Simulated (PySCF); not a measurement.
Gas-phase reaction: 3 AlH + 6 Cl ⇌ AlH₃ + 2 AlCl₃

Method: PySCF energies (xtb for GFN2) plus ideal-gas RRHO corrections (1 bar). † marks an energy on the PBE0/def2-TZVP geometry and frequencies; other levels use their own. MP2 freezes the core. 6-31G* has spherical d functions here. Open shells (unrestricted): Cl (multiplicity 2, electronic degeneracy 6); the rest are closed-shell singlets. GFN2 has no spin-polarisation term. Spin-orbit splitting is ignored; it lowers the true energy and changes the entropy of Cl. B3LYP is the form with VWN-RPA correlation. AlH₃: computed as isolated molecules; such fragments, hydroxides, amides, oligomers or adducts are transient or little studied in the gas. MP2 isn't extrapolated to the basis-set limit; its ΔH°(298 K) is -2486.6 kJ in def2-SVP and -2616.8 kJ in def2-TZVPP. The harmonic model lacks anharmonicity and excited electronic states, which grow with temperature; levels with a mode under 35 cm⁻¹ are left out.

```json
[
 {"level": "B3LYP/6-31G*", "ΔE electronic, kJ": "-2379", "ΔH°(298 K), kJ": "-2355", "ΔS°(298 K), J/K": "-738", "ΔG°(600 K), kJ": "-1911"},
 {"level": "BLYP/def2-TZVP†", "ΔE electronic, kJ": "-2394", "ΔH°(298 K), kJ": "-2370", "ΔS°(298 K), J/K": "-738", "ΔG°(600 K), kJ": "-1925"},
 {"level": "GFN2-xTB", "ΔE electronic, kJ": "-2838", "ΔH°(298 K), kJ": "-2815", "ΔS°(298 K), J/K": "-732", "ΔG°(600 K), kJ": "-2374"},
 {"level": "HF/def2-TZVP†", "ΔE electronic, kJ": "-2083", "ΔH°(298 K), kJ": "-2059", "ΔS°(298 K), J/K": "-738", "ΔG°(600 K), kJ": "-1614"},
 {"level": "M06-2X/def2-TZVP†", "ΔE electronic, kJ": "-2557", "ΔH°(298 K), kJ": "-2532", "ΔS°(298 K), J/K": "-738", "ΔG°(600 K), kJ": "-2087"},
 {"level": "MP2/def2-TZVPP†", "ΔE electronic, kJ": "-2641", "ΔH°(298 K), kJ": "-2617", "ΔS°(298 K), J/K": "-738", "ΔG°(600 K), kJ": "-2172"},
 {"level": "r2SCAN/def2-TZVP†", "ΔE electronic, kJ": "-2641", "ΔH°(298 K), kJ": "-2617", "ΔS°(298 K), J/K": "-738", "ΔG°(600 K), kJ": "-2172"},
 {"level": "LDA/def2-TZVP†", "ΔE electronic, kJ": "-2846", "ΔH°(298 K), kJ": "-2822", "ΔS°(298 K), J/K": "-738", "ΔG°(600 K), kJ": "-2377"},
 {"level": "ωB97M-V/def2-TZVP†", "ΔE electronic, kJ": "-2562", "ΔH°(298 K), kJ": "-2537", "ΔS°(298 K), J/K": "-738", "ΔG°(600 K), kJ": "-2092"}
]
```
ΔH° is lowest at LDA/def2-TZVP† and highest at HF/def2-TZVP†. No reference value is set beside these.
